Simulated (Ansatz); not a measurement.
# CHNS: harmonic frequencies at the relaxed geometry

Wanted for CHNS: harmonic frequencies at the relaxed geometry. SMILES: SC#N.

Program: Ansatz 0.2.0, driven from Python. Level of theory: PBE0/6-31G*. These are calculated values, not measurements.

## Step 1: The system

Bond lengths: S1–C2 1.687 Å, C2–N3 1.159 Å, S1–H4 1.339 Å. Angles: S1–C2–N3 179.1°, C2–S1–H4 96.7°.

The script holds or builds the structure itself.

## Step 2: The script

freq_chns.py reads:

```python
"""Vibrations of CHNS."""

import itertools
import warnings

import ansatz as az
from ase import Atoms
from ase.data import atomic_numbers, covalent_radii
from ase.thermochemistry import IdealGasThermo
import numpy as np
from rdkit import Chem
from rdkit.Chem import AllChem

BASIS = "6-31G*"
FUNCTIONAL = "pbe0"

warnings.simplefilter("ignore", az.DeckWarning)

# start geometry from RDKit
rd = Chem.AddHs(Chem.MolFromSmiles("SC#N"))
AllChem.EmbedMolecule(rd, randomSeed=298)
AllChem.UFFOptimizeMolecule(rd)
chns = az.Crystal.molecule()
for atom, xyz in zip(rd.GetAtoms(), rd.GetConformer().GetPositions()):
    chns = chns.atom(atom.GetSymbol(), xyz.round(5).tolist())

calculation = (
    chns.calculation()
    .basis(gaussian=BASIS)
    .functional(FUNCTIONAL)
)
symbols = [site.symbol for site in chns.cartesian_sites]
start = np.array([site.position_ang for site in chns.cartesian_sites], dtype=float)
r = calculation.relax(force_tolerance=0.003).run(threads=1, pin="off").report
end = np.array(r["positions_ang"])

# pairs closer than 1.2 times the sum of covalent radii, before or after
radius = [covalent_radii[atomic_numbers[s]] for s in symbols]
span = lambda where, i, j: np.linalg.norm(where[i] - where[j])
bonded = [(i, j) for i, j in itertools.combinations(range(len(symbols)), 2) if min(span(start, i, j), span(end, i, j)) < 1.2 * (radius[i] + radius[j])]
print("pair        before    after (A)")
for i, j in bonded:
    print(f"{symbols[i]}{i}-{symbols[j]}{j}".ljust(10), f"{span(start, i, j):8.4f} {span(end, i, j):8.4f}")

# frequencies need a stationary point, so they are taken at the relaxed geometry
minimum = az.Crystal.molecule()
for symbol, place in zip(symbols, end):
    minimum = minimum.atom(symbol, place.tolist())
vibrating = (
    minimum.calculation()
    .basis(gaussian=BASIS)
    .functional(FUNCTIONAL)
    .phonons(temperatures=(298.15, 498.15, 100))
)
vib = vibrating.run(threads=1, pin="off").report["vibrations"]
sums = vib["harmonic_sums"]
modes = [m["omega_inv_cm"] for m in sums["modes_at_gamma"] if m["rigid_motion"] == "no"]
for number, w in enumerate(modes, start=1):
    print(f"mode {number:2d} {w:9.1f} 1/cm {w / 8065.544 * 1000:8.2f} meV")
print("imaginary modes:", sum(w < 0 for w in modes), " zero-point energy:", round(sums["zero_point_energy_ev"], 4), "eV")
# rigid rotor and ideal gas, symmetry number taken as one
gas = IdealGasThermo(vib_energies=[w / 8065.544 for w in modes if w > 0], geometry="linear" if len(modes) == 3 * len(symbols) - 5 else "nonlinear",
                     atoms=Atoms(symbols, positions=end), symmetrynumber=1, spin=0.0)
print(f"H(298 K) - E = {gas.get_enthalpy(298.15, verbose=False):.4f} eV")
print(f"S(298 K, 1 bar) = {96485.33 * gas.get_entropy(298.15, 1e5, verbose=False):.1f} J/(mol K) with symmetry number 1")

# all hydrogen replaced by deuterium
heavier = vibrating.phonons(masses={"H": 2.014102}).run(threads=1, pin="off").report["vibrations"]["harmonic_sums"]
print("deuterated (1/cm):", " ".join(f"{m['omega_inv_cm']:.0f}" for m in heavier["modes_at_gamma"] if m["rigid_motion"] == "no"))
print("zero-point energy falls by", round(sums["zero_point_energy_ev"] - heavier["zero_point_energy_ev"], 4), "eV")
```

## Step 3: What the engine is handed

The engine receives this input (first run):

```yaml
crystal:
  periodic: [false, false, false]
  atoms:
    - { symbol: S, position_ang: [-0.96943, 0.72323, -0.03203] }
    - { symbol: C, position_ang: [0.68635, 0.12522, 0.06373] }
    - { symbol: "N", position_ang: [1.77307, -0.2673, 0.12658] }
    - { symbol: H, position_ang: [-1.48999, -0.58115, -0.12237] }
basis:
  gaussian:
    orbitals: "6-31G*"
hamiltonian:
  xc: pbe0
relax:
  f_tol: 0.003
```

## Step 4: Launch

The run is started by

```console
> python freq_chns.py
```

Q: Predict the main results. Wanted: highest frequency; imaginary modes; zero-point energy.

The runs gave:

| quantity | value |
| --- | --- |
| runs compared | 3 |
| highest frequency | 2724 cm⁻¹ |
| imaginary modes | 0 |
| zero-point energy | 0.465 eV |

What this shows: Run 1: After 6 moves the largest shift is 0.060 Å, of atom 1 (S). All frequencies are real, so the geometry is a minimum. The values are harmonic; measured fundamentals also hold anharmonic shifts, mostly downward for stretches. The frequencies are harmonic and unscaled, in a modest basis. The result belongs to the one conformer reached from this start, and soft torsions count as harmonic oscillators. The entropy takes a symmetry number of 1; a symmetric molecule's is lower by R ln(sigma).
